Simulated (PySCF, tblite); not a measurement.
C5H10S.
Bonds: C1–C2, C2–C3, C2–C4, C2–C5, C5–S6 (double). Hydrogens: H7, H8, H9 on C1; H10, H11, H12 on C3; H13, H14, H15 on C4; H16 on C5.

Computed with GFN2-xTB (tblite), gas phase: Langevin dynamics at 200 K from the optimised GFN2-xTB geometry, time step 0.5 fs, friction 0.01 fs⁻¹, 2000 steps. Over the second half of the run the saved frames average 217 K.

Frame at 250 fs, instantaneous temperature 189 K:
```
atom  x, y, z in Å
C1     -0.870   -1.591    0.407
C2     -0.449   -0.169    0.296
C3     -1.163    0.642   -0.812
C4      1.081   -0.133    0.037
C5     -0.826    0.457    1.613
S6     -0.073    1.507    2.576
H7     -0.379   -2.010    1.290
H8     -1.873   -1.711    0.678
H9     -0.534   -2.091   -0.477
H10    -0.705    1.643   -0.858
H11    -1.111    0.135   -1.787
H12    -2.171    0.755   -0.596
H13     1.574   -0.755    0.854
H14     1.441    0.885   -0.018
H15     1.271   -0.711   -0.843
H16    -1.734    0.016    2.022
```

Frame at 425 fs, instantaneous temperature 222 K:
```
atom  x, y, z in Å
C1     -1.228   -1.771    0.524
C2     -0.887   -0.288    0.576
C3     -1.645    0.514   -0.480
C4      0.617   -0.117    0.367
C5     -1.257    0.237    1.937
S6     -0.307    1.245    2.761
H7     -0.631   -2.358    1.225
H8     -2.313   -1.954    0.595
H9     -0.931   -2.091   -0.481
H10    -1.556    1.597   -0.362
H11    -1.248    0.337   -1.459
H12    -2.681    0.212   -0.418
H13     1.255   -0.744    1.041
H14     0.932    0.924    0.498
H15     0.871   -0.328   -0.619
H16    -2.174   -0.174    2.384
```

Frame at 625 fs, instantaneous temperature 230 K:
```
atom  x, y, z in Å
C1     -0.798   -1.839    0.546
C2     -0.869   -0.305    0.390
C3     -2.088    0.101   -0.462
C4      0.413    0.315   -0.228
C5     -0.984    0.299    1.788
S6      0.147    1.045    2.687
H7     -0.073   -2.066    1.352
H8     -1.720   -2.349    0.870
H9     -0.463   -2.415   -0.303
H10    -2.316    1.186   -0.434
H11    -1.910   -0.103   -1.501
H12    -2.982   -0.458   -0.130
H13     1.284    0.099    0.395
H14     0.235    1.397   -0.259
H15     0.524   -0.006   -1.275
H16    -1.977    0.255    2.253
```

Frame at 800 fs, instantaneous temperature 202 K:
```
atom  x, y, z in Å
C1     -0.350   -1.799    0.666
C2     -0.643   -0.267    0.796
C3     -2.070    0.119    0.282
C4      0.393    0.526   -0.031
C5     -0.738    0.048    2.279
S6      0.284    1.034    3.045
H7      0.650   -1.876    1.102
H8     -1.067   -2.428    1.183
H9     -0.304   -2.088   -0.408
H10    -2.407    1.109    0.720
H11    -2.146    0.153   -0.748
H12    -2.713   -0.682    0.743
H13     1.421    0.458    0.325
H14     0.115    1.550    0.097
H15     0.345    0.309   -1.084
H16    -1.508   -0.500    2.800
```

Frame at 1000 fs, instantaneous temperature 188 K:
```
atom  x, y, z in Å
C1      0.063   -1.249    0.410
C2     -0.798   -0.011    0.697
C3     -2.233   -0.214    0.101
C4     -0.148    1.180    0.000
C5     -0.800    0.093    2.181
S6      0.196    0.992    3.096
H7      1.105   -1.097    0.412
H8     -0.106   -1.966    1.256
H9     -0.228   -1.661   -0.558
H10    -2.905    0.488    0.534
H11    -2.341   -0.129   -0.957
H12    -2.606   -1.201    0.419
H13     0.819    1.353    0.371
H14    -0.687    2.122    0.175
H15    -0.126    1.005   -1.056
H16    -1.556   -0.567    2.678
```

**Question.** What do single points at PBE0/pcSseg-1 (PySCF, gas phase) give on these frames?

**Answer.** 
| t (fs) | GFN2-xTB E above start (eV) | DFT E above lowest frame (eV) | HOMO (eV) | LUMO (eV) | dipole (D) |
| --- | --- | --- | --- | --- | --- |
| 250 | 0.47 | 0.19 | -6.37 | -2.05 | 2.57 |
| 425 | 0.27 | 0.05 | -6.29 | -2.06 | 2.50 |
| 625 | 0.30 | 0.00 | -6.39 | -2.14 | 2.51 |
| 800 | 0.40 | 0.14 | -6.38 | -2.05 | 2.48 |
| 1000 | 0.33 | 0.08 | -6.43 | -2.09 | 2.54 |

The two levels order the frames alike by energy but for pairs within 0.08 eV at one level; measured from each level's lowest frame they differ by 0.05 eV at most. The HOMO–LUMO gap runs from 4.23 to 4.34 eV. These are instantaneous structures, not minima.

**Question.** And the isotropic GIAO shieldings (ppm) from the same runs?

**Answer.** 
```json
{"atom": "C1", "250 fs": "162.0", "425 fs": "156.2", "625 fs": "161.0", "800 fs": "154.1", "1000 fs": "156.7", "mean": "158.0", "range": "7.9"}
{"atom": "C2", "250 fs": "135.2", "425 fs": "134.2", "625 fs": "133.8", "800 fs": "127.1", "1000 fs": "137.5", "mean": "133.6", "range": "10.4"}
{"atom": "C3", "250 fs": "160.2", "425 fs": "159.5", "625 fs": "157.1", "800 fs": "156.0", "1000 fs": "160.2", "mean": "158.6", "range": "4.2"}
{"atom": "C4", "250 fs": "151.5", "425 fs": "154.1", "625 fs": "153.7", "800 fs": "160.8", "1000 fs": "161.4", "mean": "156.3", "range": "9.9"}
{"atom": "C5", "250 fs": "-97.2", "425 fs": "-95.6", "625 fs": "-102.8", "800 fs": "-91.3", "1000 fs": "-89.8", "mean": "-95.3", "range": "13.0"}
{"atom": "S6", "250 fs": "-533.1", "425 fs": "-575.7", "625 fs": "-583.7", "800 fs": "-497.4", "1000 fs": "-481.1", "mean": "-534.2", "range": "102.6"}
{"atom": "H7", "250 fs": "30.6", "425 fs": "30.4", "625 fs": "30.5", "800 fs": "30.5", "1000 fs": "31.7", "mean": "30.7", "range": "1.3"}
{"atom": "H8", "250 fs": "31.0", "425 fs": "29.7", "625 fs": "30.1", "800 fs": "30.2", "1000 fs": "29.7", "mean": "30.1", "range": "1.3"}
{"atom": "H9", "250 fs": "30.9", "425 fs": "30.1", "625 fs": "30.4", "800 fs": "29.7", "1000 fs": "30.5", "mean": "30.3", "range": "1.2"}
{"atom": "H10", "250 fs": "30.4", "425 fs": "30.7", "625 fs": "30.1", "800 fs": "29.8", "1000 fs": "31.1", "mean": "30.4", "range": "1.3"}
{"atom": "H11", "250 fs": "30.3", "425 fs": "30.9", "625 fs": "30.5", "800 fs": "31.5", "1000 fs": "30.9", "mean": "30.8", "range": "1.2"}
{"atom": "H12", "250 fs": "31.6", "425 fs": "30.5", "625 fs": "29.7", "800 fs": "29.3", "1000 fs": "30.0", "mean": "30.2", "range": "2.3"}
{"atom": "H13", "250 fs": "29.8", "425 fs": "30.5", "625 fs": "29.0", "800 fs": "30.2", "1000 fs": "30.5", "mean": "30.0", "range": "1.5"}
{"atom": "H14", "250 fs": "29.6", "425 fs": "28.9", "625 fs": "30.6", "800 fs": "31.2", "1000 fs": "30.6", "mean": "30.2", "range": "2.3"}
{"atom": "H15", "250 fs": "30.9", "425 fs": "32.1", "625 fs": "30.4", "800 fs": "31.0", "1000 fs": "31.2", "mean": "31.1", "range": "1.7"}
{"atom": "H16", "250 fs": "20.0", "425 fs": "19.5", "625 fs": "19.7", "800 fs": "19.8", "1000 fs": "19.8", "mean": "19.8", "range": "0.5"}
```

What follows is the cost of the whole dynamics run. The run took 8.8 s wall on Arm Neoverse V2, one thread, shared host with 96 logical CPUs at a one-minute load of 71, and the process peaked at 0.19 GiB of memory.
